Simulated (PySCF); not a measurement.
# CH5NSi (SMILES C[Si]N) at PBE0/cc-pVDZ

Aim: the vertical ionisation energy of CH5NSi at PBE0/cc-pVDZ, from 2 runs. Input form: a Python script.

The results are computed with PySCF 2.14.0.

### 1 Starting point

CH5NSi: 8 atoms, total charge 0, spin state singlet. As SMILES, `C[Si]N`. The coordinates come from a PBE0-D4/def2-TZVP relaxation. This is one conformer, not always the lowest.

Bond lengths: C1–Si2 1.904 Å, Si2–N3 1.709 Å, C1–H4 1.094 Å, C1–H5 1.094 Å, C1–H6 1.098 Å, N3–H7 1.008 Å, N3–H8 1.010 Å. Angles: C1–Si2–N3 98.7°, Si2–C1–H4 115.0°, Si2–C1–H5 110.7°, Si2–C1–H6 107.9°, Si2–N3–H7 121.7°, Si2–N3–H8 126.1°, H4–C1–H5 108.8°, H4–C1–H6 108.0°, H5–C1–H6 106.1°, H7–N3–H8 112.1°.

### 2 The energy at PBE0/cc-pVDZ

input.py reads:

```python
from pyscf import gto, dft

mol = gto.M(
    atom='''
C       -0.660000       0.824700      -0.552100
Si       0.963800       0.653800       0.427700
N        0.932200      -1.034400       0.690700
H       -1.026400      -0.101800      -1.004300
H       -0.562500       1.583400      -1.334100
H       -1.431400       1.195000       0.135900
H        1.651200      -1.501900       1.220100
H        0.225200      -1.675700       0.360300
''',
    charge=0,
    basis='cc-pvdz',
    max_memory=1860,
    verbose=3,
)

myscf = dft.RKS(mol, xc='pbe0')
myscf.conv_tol = 1e-10
myscf.grids.level = 4
myscf.kernel()
if not myscf.converged:
    myscf = myscf.newton().run(myscf.mo_coeff, myscf.mo_occ)

e_tot = myscf.e_tot
print(f'total energy: {e_tot:.8f} hartree')
```

Command:

```
OMP_NUM_THREADS=1 python input.py
```

What it wrote:

```text
converged SCF energy = -385.11488097454
total energy: -385.11488097 hartree
```

It took 9.3 s on 1 thread of Arm Neoverse V1, shared host; peak memory 0.35 GiB.

### 3 The doublet cation, same level

input.py reads:

```python
from pyscf import gto, dft

molecule = gto.M(
    atom=[
    ('C', (-0.660000, 0.824700, -0.552100)),
    ('Si', (0.963800, 0.653800, 0.427700)),
    ('N', (0.932200, -1.034400, 0.690700)),
    ('H', (-1.026400, -0.101800, -1.004300)),
    ('H', (-0.562500, 1.583400, -1.334100)),
    ('H', (-1.431400, 1.195000, 0.135900)),
    ('H', (1.651200, -1.501900, 1.220100)),
    ('H', (0.225200, -1.675700, 0.360300)),
],
    verbose=3,
    basis='cc-pvdz',
    spin=1,
    max_memory=1860,
    charge=1,
)

myscf = dft.UKS(molecule, xc='pbe0')
myscf.grids.level = 4
myscf.conv_tol = 1e-10
myscf.kernel()
if not myscf.converged:
    myscf = myscf.newton().run(myscf.mo_coeff, myscf.mo_occ)

etot = myscf.e_tot
print('E = %.10f Eh' % etot)
```

Command:

```
OMP_NUM_THREADS=1 python input.py
```

What it wrote:

```text
converged SCF energy = -384.816508134217  <S^2> = 0.75759209  2S+1 = 2.0075777
E = -384.8165081342 Eh
```

Run time: 18 s. Hardware: 1 thread of Arm Neoverse V1, shared host; peak memory 0.36 GiB.

### 4 Summary of results

At PBE0/cc-pVDZ:

```
                                          quantity          value
                      singlet CH5NSi: total energy  -385.11488 Eh
                     singlet CH5NSi: dipole moment         2.21 D
                       singlet CH5NSi: HOMO energy       -5.89 eV
                       singlet CH5NSi: LUMO energy       -0.87 eV
                     singlet CH5NSi: HOMO–LUMO gap        5.02 eV
                      doublet cation: total energy  -384.81651 Eh
doublet cation: HOMO energy (highest over α and β)      -14.12 eV
 doublet cation: LUMO energy (lowest over α and β)      -10.23 eV
                              doublet cation: ⟨S²⟩          0.758
vertical ionisation energy (to the doublet cation)       8.119 eV
```

What this shows: Removing an electron at fixed nuclei costs 8.12 eV (783 kJ/mol). The negative HOMO energy of the first species, 5.89 eV, lies 2.23 eV below that difference. Mulliken charges (singlet CH5NSi) run from -0.30 on C1 to +0.17 on Si2. Mulliken charges (doublet cation) run from -0.27 on C1 to +0.71 on Si2.
